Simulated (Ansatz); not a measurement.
Results of r²SCAN0 (Ansatz, a quantum-chemistry and plane-wave program, PAW) for fluorite CdF2.

Settings: plane-wave cutoff 520 eV, 8×8×8 k mesh, Fermi–Dirac smearing 0.01 eV, scalar-relativistic PAW data made under PBE.

Properties against volume:

```
V (Å³/atom)  P (GPa)  direct gap at Γ (eV)  smallest gap on the k mesh (eV)
-----------  -------  --------------------  -------------------------------
12.163          7.08                 7.189                            6.705
12.484          3.38                 7.127                            6.599
12.804          0.19                 7.064                            6.497
13.070         -2.14                 7.010                            6.413
13.444         -4.98                 6.932                            6.299
```

The fundamental gap (6.49 eV at the equilibrium volume, on the SCF mesh) lies elsewhere than Γ–Γ.

Measured, for comparison: band gap 7.8 eV (temperature not stated, not corrected to a static lattice, indirect W–Γ; as tabulated in Cappellini et al. (2013), arXiv:1302.2571).

Spin–orbit coupling is not included.
